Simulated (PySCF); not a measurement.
## Relaxation of singlet Na₂H₂

All numbers come from PBE0 in PySCF with Na def2-TZVP, H def2-TZVP; no relativity; density-fitted integrals. A (50,194) grid was used.

A hand-made linear X-M-M-X start, of D∞h symmetry, held to at least that symmetry:

```xyz
4
charge 0 multiplicity 1, angstrom
Na    0.0000    0.0000    1.5500
Na    0.0000    0.0000   -1.5500
H     0.0000    0.0000    3.4200
H     0.0000    0.0000   -3.4200
```

Optimiser trace:
```json
{"step": "0", "E − E(last) (kJ/mol)": "42.44", "largest gradient (Eh/bohr)": "0.00669"}
{"step": "1", "E − E(last) (kJ/mol)": "41.38", "largest gradient (Eh/bohr)": "0.00647"}
{"step": "2", "E − E(last) (kJ/mol)": "31.64", "largest gradient (Eh/bohr)": "0.00446"}
{"step": "3", "E − E(last) (kJ/mol)": "25.85", "largest gradient (Eh/bohr)": "0.00349"}
{"step": "4", "E − E(last) (kJ/mol)": "21.38", "largest gradient (Eh/bohr)": "0.00280"}
{"step": "5", "E − E(last) (kJ/mol)": "17.69", "largest gradient (Eh/bohr)": "0.00215"}
{"step": "6", "E − E(last) (kJ/mol)": "14.51", "largest gradient (Eh/bohr)": "0.00145"}
{"step": "7", "E − E(last) (kJ/mol)": "11.79", "largest gradient (Eh/bohr)": "0.00076"}
{"step": "8", "E − E(last) (kJ/mol)": "9.57", "largest gradient (Eh/bohr)": "0.00071"}
{"step": "9", "E − E(last) (kJ/mol)": "7.85", "largest gradient (Eh/bohr)": "0.00089"}
{"step": "10", "E − E(last) (kJ/mol)": "6.47", "largest gradient (Eh/bohr)": "0.00086"}
{"step": "11", "E − E(last) (kJ/mol)": "5.35", "largest gradient (Eh/bohr)": "0.00068"}
{"step": "12", "E − E(last) (kJ/mol)": "4.41", "largest gradient (Eh/bohr)": "0.00040"}
{"step": "13", "E − E(last) (kJ/mol)": "3.66", "largest gradient (Eh/bohr)": "0.00017"}
{"step": "14", "E − E(last) (kJ/mol)": "3.02", "largest gradient (Eh/bohr)": "0.00033"}
{"step": "15", "E − E(last) (kJ/mol)": "2.50", "largest gradient (Eh/bohr)": "0.00041"}
{"step": "16", "E − E(last) (kJ/mol)": "2.04", "largest gradient (Eh/bohr)": "0.00041"}
{"step": "17", "E − E(last) (kJ/mol)": "1.63", "largest gradient (Eh/bohr)": "0.00033"}
{"step": "18", "E − E(last) (kJ/mol)": "1.29", "largest gradient (Eh/bohr)": "0.00021"}
{"step": "19", "E − E(last) (kJ/mol)": "0.99", "largest gradient (Eh/bohr)": "0.00008"}
{"step": "20", "E − E(last) (kJ/mol)": "0.73", "largest gradient (Eh/bohr)": "0.00011"}
{"step": "21", "E − E(last) (kJ/mol)": "0.51", "largest gradient (Eh/bohr)": "0.00015"}
{"step": "22", "E − E(last) (kJ/mol)": "0.32", "largest gradient (Eh/bohr)": "0.00015"}
{"step": "23", "E − E(last) (kJ/mol)": "0.15", "largest gradient (Eh/bohr)": "0.00011"}
{"step": "24", "E − E(last) (kJ/mol)": "0.00", "largest gradient (Eh/bohr)": "0.00006"}
```

It ends at D∞h with Na–H 1.890 Å (×2) (after a last refinement on a finer grid). The molecule has come apart into NaH + NaH. No frequency check is given, so it may be a saddle point.

Final geometry:
```xyz
4
charge 0 multiplicity 1, angstrom
Na    0.0000    0.0000    8.4348
Na    0.0000    0.0000   -8.4348
H     0.0000    0.0000   10.3247
H     0.0000    0.0000  -10.3247
```
